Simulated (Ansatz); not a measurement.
Born–Oppenheimer molecular dynamics of H6NSi2 (9 atoms, charge 0, multiplicity 2). It starts at the highest image of a converged band. Of that band: Neighbouring images differ by up to 1.2 eV, so the band resolves the path poorly. A vibrational analysis at the climbing image gives one clearly imaginary mode, 1933i cm⁻¹: a first-order saddle point.

The calculation used UKS PBE/STO-3G in Ansatz 0.2.0.

```json
{
  "ensemble": "NVE (velocity Verlet)",
  "time step": "0.5 fs",
  "steps asked": "200",
  "starting velocities drawn for": "300 K",
  "seed": "9652"
}
```

First frame:

```xyz
9
Properties=species:S:1:pos:R:3
N -1.617 0.246 -1.200
Si 0.023 0.674 -0.439
Si 0.806 -0.878 1.000
H -1.921 1.262 -1.487
H -0.352 0.296 -1.934
H 0.161 2.059 0.043
H 2.164 -0.550 1.409
H 0.832 -2.197 0.386
H -0.008 -0.960 2.207
```

Q: How far do the bonds stretch over the last three quarters of this one trajectory? (Pairs bonded in most of those frames.)

A: 
| bond | mean (Å) | spread (Å) | shortest | longest |
| --- | --- | --- | --- | --- |
| N1–Si2 | 1.870 | 0.045 | 1.77 | 1.94 |
| N1–H4 | 1.104 | 0.023 | 1.06 | 1.14 |
| Si2–Si3 | 2.276 | 0.017 | 2.25 | 2.31 |
| Si2–H5 | 1.502 | 0.067 | 1.39 | 1.63 |
| Si2–H6 | 1.488 | 0.022 | 1.45 | 1.53 |
| Si3–H7 | 1.464 | 0.028 | 1.42 | 1.51 |
| Si3–H8 | 1.459 | 0.013 | 1.44 | 1.49 |
| Si3–H9 | 1.462 | 0.034 | 1.41 | 1.52 |

Mean temperature of the second half: 1272 K. The conserved energy stayed within 0.24 meV per atom of its start (net change 0.011 meV per atom), so the integration is sound. The system heated up, since it started high on the potential surface and ran downhill. A run of 0.1 ps of so small a system gives no equilibrium averages. Limits of this set-up: minimal basis.

Time of the run: 4.5 min on 1 CPU thread of a shared host.
